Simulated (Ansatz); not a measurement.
C4H7N, SMILES `CC(C)C#N`, relaxed with RKS PBE-D4/def2-SVP in the Gaussian-basis code of Ansatz from a rough embedded geometry. The force threshold is 0.03 eV/Å; the program also tests the step.

Total charge 0; spin multiplicity 1.

Start:

```xyz
12

C     0.550   -0.687    0.995
C     0.194    0.418    0.036
C    -0.214   -0.214   -1.266
C    -0.910    1.306    0.476
N    -1.762    1.945    0.944
H     0.851   -0.195    2.011
H    -0.314   -1.300    1.234
H     1.352   -1.258    0.663
H     1.122    1.065   -0.138
H    -0.415    0.570   -2.048
H    -1.072   -0.839   -1.188
H     0.617   -0.810   -1.717
```

Task: How much energy does the relaxation release, and in how many steps? (Estimate.)

Result: The calculation gave: 0.36 eV, in 4 steps.

Task: Which bonds change most? (Best estimate.)

Result: Ansatz gave: C1–H8 from 1.039 to 1.108 Å; C1–H6 from 1.168 to 1.107 Å; C3–H11 from 1.065 to 1.108 Å; C2–C3 from 1.503 to 1.541 Å.

Task: Give the relaxed structure. (Best estimate.)

Result: Ansatz gave: 
```xyz
12

C     0.550   -0.659    1.065
C     0.188    0.414    0.020
C    -0.208   -0.199   -1.337
C    -0.880    1.291    0.525
N    -1.744    1.972    0.928
H     0.852   -0.203    2.028
H    -0.313   -1.328    1.256
H     1.391   -1.277    0.692
H     1.076    1.068   -0.135
H    -0.445    0.584   -2.083
H    -1.096   -0.853   -1.230
H     0.628   -0.812   -1.729
```
